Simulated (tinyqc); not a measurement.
Inside a calculation. Method: MP2 on RHF in the sto-3g basis, frozen core, for BH2+, spin multiplicity 1. One step of it, computed by the program tinyqc.

Problem. Iteration 7 (converged): orbitals. Diagonalise F' = X^T F X, C = X C', fill 3 alpha and 3 beta electrons from the bottom; D = 2 C_occ C_occ^T. Each column has its largest component positive (the first on a tie).

converged F (hartree), lower triangle:
```
            1B 1s      1B 2s     1B 2px     1B 2py     1B 2pz      2H 1s      3H 1s
1B 1s   -7.932393
1B 2s   -2.303733  -1.436925
1B 2px   0.000000   0.000000  -0.166277
1B 2py   0.000000   0.000000   0.000000  -0.628843
1B 2pz   0.008492  -0.098905   0.000000   0.000000  -0.209775
2H 1s   -0.476731  -0.677411   0.000000  -0.501609  -0.182950  -0.664084
3H 1s   -0.476731  -0.677411   0.000000   0.501609  -0.182950  -0.116018  -0.664084
```

X, lower triangle:
```
            1B 1s      1B 2s    1B 2px     1B 2py     1B 2pz      2H 1s     3H 1s
1B 1s    1.031650
1B 2s   -0.163686   1.235185
1B 2px   0.000000   0.000000  1.000000
1B 2py   0.000000   0.000000  0.000000   1.194744
1B 2pz  -0.009315   0.085761  0.000000   0.000000   1.035632
2H 1s    0.026352  -0.294131  0.000000  -0.294725  -0.122729   1.215488
3H 1s    0.026352  -0.294131  0.000000   0.294725  -0.122729  -0.026210  1.215488
```

Give: F' = X^T F X; orbital energies; coefficients C; D after iteration 7.

Solution.

F' = X^T F X (hartree), lower triangle:
```
         1        2        3        4        5        6        7
1  -7.7445
2  -1.1695  -0.7199
3   0.0000   0.0000  -0.1663
4   0.0000   0.0000   0.0000  -0.2863
5   0.0023   0.0240   0.0000   0.0000  -0.1544
6  -0.0439  -0.3809   0.0000  -0.4093  -0.1419  -0.2687
7  -0.0439  -0.3809   0.0000   0.4093  -0.1419  -0.0487  -0.2687
```

orbital energies (hartree): MO1 -7.9369, MO2 -0.9701, MO3 -0.8329, MO4 -0.2249, MO5 -0.1663, MO6 0.1956, MO7 0.3266

coefficients C:
```
            MO1      MO2      MO3      MO4     MO5      MO6      MO7
1B 1s    0.9923  -0.2371   0.0000   0.1233  0.0000  -0.1912   0.0000
1B 2s    0.0297   0.6838   0.0000  -0.5150  0.0000   0.9996   0.0000
1B 2px   0.0000   0.0000   0.0000   0.0000  1.0000   0.0000   0.0000
1B 2py   0.0000   0.0000   0.5825   0.0000  0.0000   0.0000   1.1233
1B 2pz   0.0010   0.0948   0.0000   0.8359  0.0000   0.6343   0.0000
2H 1s   -0.0051   0.3012   0.3885   0.2283  0.0000  -0.8165  -0.8407
3H 1s   -0.0051   0.3012  -0.3885   0.2283  0.0000  -0.8165   0.8407
```

D after iteration 7, lower triangle:
```
          1B 1s   1B 2s  1B 2px   1B 2py  1B 2pz    2H 1s   3H 1s
1B 1s    2.0816
1B 2s   -0.2654  0.9368
1B 2px   0.0000  0.0000  0.0000
1B 2py   0.0000  0.0000  0.0000   0.6785
1B 2pz  -0.0430  0.1297  0.0000   0.0000  0.0180
2H 1s   -0.1529  0.4115  0.0000   0.4526  0.0571   0.4834
3H 1s   -0.1529  0.4115  0.0000  -0.4526  0.0571  -0.1205  0.4834
```
